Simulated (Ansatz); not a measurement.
A calculation with Ansatz (development build ahead of 0.2.0).

```yaml
crystal:
  periodic: [false, false, false]
  atoms:
    - { symbol: Si, position_ang: [0.0, 0.0, 0.0] }
    - { symbol: H, position_ang: [1.63108, 0.0, 0.9417] }
    - { symbol: H, position_ang: [-1.63108, 0.0, 0.9417] }
basis:
  gaussian: { orbitals: "6-31G" }
total_charge: -1
magnetization:
  initial_magnetization: 3
hamiltonian:
  xc: hf
correlation:
  method: fci
  frozen_orbitals: { H: 0, Si: 5 }
```

The input is written out in the form of the current development build from the run's settings.

The run gave:

| Item | Value |
| --- | --- |
| Converged | yes |
| Total energy | -289.91422 hartree |
| State | lowest quartet root, of any spatial symmetry |

Caution: no diffuse functions for an anion.
